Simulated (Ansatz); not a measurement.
Geometry optimisation, UKS PBE0-D4/def2-SVP in Ansatz.

The input (input.yaml):

```yaml
crystal:
  periodic: [false, false, false]
  atoms:
    - { symbol: Si, position_ang: [0.0, 0.0, 0.0] }
    - { symbol: Cl, position_ang: [0.0, 0.0, 2.38] }
    - { symbol: H, position_ang: [1.3768, 0.0, -0.4862] }
    - { symbol: H, position_ang: [-0.6877, 1.1914, -0.4862] }
    - { symbol: H, position_ang: [-0.6877, -1.1914, -0.4862] }
    - { symbol: H, position_ang: [0.0, 0.0, 4.05] }
magnetization:
  spin_polarized: true
  initial_magnetization: 1
basis:
  gaussian: { orbitals: def2-SVP }
hamiltonian:
  xc: pbe0
  dispersion: d4
relax:
  f_tol: 0.15
  max_steps: 25
  restrain:
    - { distance: [1, 5], at: 1.37, k: 30.0 }
    - { distance: [0, 1], at: 3.33, k: 30.0 }
```

Launched with:

```bash
$ ansatz run input.yaml --threads 1 --pin off --max-ram 2048MiB --backend cpu --events-out ev --progress --plain --runs-dir out
```

Task: Where does it end, and by what steps?

Result: The forces met the threshold. The restraints hold the end off the free minimum; the threshold counts their pulls, which the force column leaves out. Restrained pairs: Cl2–H6 (1.67 → 1.33 Å), Si1–Cl2 (2.38 → 3.33 Å). After 6 steps the energy has fallen by 0.588 eV (the restraints' own energy left out); Cl2 moved furthest, 0.68 Å.

```tsv
step	energy less start (eV)	largest force component (eV/Å)	accepted
0	0.0000	1.179	yes
1	-0.0889	2.330	yes
2	-0.3349	1.108	yes
3	-0.4305	1.235	yes
4	-0.5591	1.349	yes
5	-0.3300	2.371	no
6	-0.5880	1.230	yes
```

```xyz
6
Properties=species:S:1:pos:R:3
Si 0.000 0.000 -0.276
Cl 0.000 0.000 3.057
H 1.424 0.000 -0.733
H -0.711 1.233 -0.733
H -0.711 -1.233 -0.733
H 0.000 0.000 4.389
```

Time of the run: 14 s on 1 thread of Arm Neoverse V2, with other jobs on the host, peak memory 0.13 GiB.
